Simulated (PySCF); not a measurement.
Molecule: SMILES CB, CH5B.

Atoms are numbered as in `[BH2:1][CH3:2]`. Each H is labelled by its parent atom.

Geometry PBE0-D3(BJ)/def2-SVP throughout; GIAO in PySCF, gas phase, one conformer, non-relativistic; equivalent atoms averaged; basis pcSseg-2.

Q: How do the absolute shieldings σ depend on the functional? (ppm; last column core-seconds on shared hosts with different chips, so compare them loosely)

A: 
```tsv
functional	kind	B1	C2	H(B1)	H(C2)	core-s
PBE0	global hybrid	5.0	167.9	23.40	29.90	7.3
mPW1PW91	global hybrid	6.1	167.6	23.53	29.97	7.4
WP04	global hybrid	7.4	159.6	24.94	30.48	7.9
B97-2	global hybrid	13.3	166.2	23.85	30.09	3.6
BHandHLYP	global hybrid	12.2	169.8	24.00	30.20	7.3
CAM-B3LYP	range-separated hybrid	0.4	166.7	23.54	30.00	9.5
wB97X-D	range-separated hybrid	11.3	170.0	23.78	30.09	9.6
LC-wPBE	range-separated hybrid	0.6	172.7	23.41	29.98	11
```

Q: Which nucleus moves most, in ppm?

A: C2 (methyl carbon bonded to B): from 159.6 ppm with WP04 to 172.7 ppm with LC-wPBE. The smallest spread is 0.58 ppm, at H(C2). Proton shifts span only some 12 ppm, so a few tenths of a ppm matter as much there as several ppm in carbon.
